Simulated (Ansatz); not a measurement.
Relaxation of FH3Si (5 atoms, charge 0, multiplicity 1), to a largest force component of 0.02 eV/Å in at most 40 steps.

Level of theory: Ansatz, UKS PBE0-D4/STO-3G.

```xyz
5
Properties=species:S:1:pos:R:3:forces:R:3
F -1.274 0.159 0.851 -2.87 0.41 1.93
Si 0.011 -0.013 -0.019 3.72 -0.94 -2.40
H -0.376 -0.181 -1.463 0.41 0.09 1.18
H 0.795 -1.211 0.468 -0.75 1.04 -0.57
H 0.894 1.171 0.121 -0.51 -0.60 -0.15
```

Question: Where does it end, and by what steps?

Answer: It converged. Limits of this set-up: minimal basis. After 3 steps the energy has fallen by 0.240 eV; H3 moved furthest, 0.07 Å.

| step | energy less start (eV) | largest force component (eV/Å) | accepted |
| --- | --- | --- | --- |
| 0 | 0.0000 | 3.717 | yes |
| 1 | -0.1938 | 1.517 | yes |
| 2 | -0.2365 | 0.303 | yes |
| 3 | -0.2399 | 0.016 | yes |

```xyz
5
Properties=species:S:1:pos:R:3
F -1.317 0.169 0.887
Si 0.038 -0.018 -0.027
H -0.326 -0.191 -1.417
H 0.773 -1.184 0.417
H 0.882 1.151 0.099
```

Whether the end is a true minimum wasn't checked by a vibrational analysis.

Time of the run: 2.9 s on 1 thread of Arm Neoverse V2, with other jobs on the host, peak memory 0.1 GiB.
